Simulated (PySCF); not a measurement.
# Potential energy of AlH along the bond

Set-up: basis Al x2c-SVPall, H x2c-SVPall; spin-free X2C with a Gaussian nucleus; PySCF 2.14. Energies in eV from Al + H in their ground configurations at the same level. State: ¹Σ⁺ (singlet), closed shell.

Curves on a restricted Hartree–Fock reference rise too fast on stretching and do not dissociate correctly.

```
R (Å)  RHF-CCSD(T)
1.502       -2.897
1.569       -2.997
1.619       -3.028
1.669       -3.029
1.719       -3.006
1.786       -2.945
1.869       -2.834
1.969       -2.664
```

Put a parabola through the three lowest points of the RHF-CCSD(T) curve and estimate Re, k and ωe (reduced mass 0.9715 u; 1 eV/Å² = 0.16022 mdyn/Å; ωe = 1302.8·√(k/μ) cm⁻¹).

Through R = 1.619, 1.669, 1.719 Å the second-order coefficient is 4.80 eV/Å², so Re ≈ 1.646 Å, k ≈ 1.54 mdyn/Å and ωe ≈ 1639 cm⁻¹. A polynomial fit of higher order to the unrounded RHF-CCSD(T) energies gives Re = 1.646 Å, k = 1.71 mdyn/Å, ωe = 1727 cm⁻¹; anharmonicity and rounding make the difference.

The higher-order fit for each curve: RHF-CCSD(T): Re = 1.646 Å, ωe = 1727 cm⁻¹, De = 3.03 eV.

Correlated steps freeze 5 core orbitals. Correlated levels converge slowly with the basis: in double zeta they bind strong bonds too weakly, by up to about 1 eV, and carry superposition errors of some tenths. Where the molecule has an RHF reference, its open-shell atoms are computed with UHF.
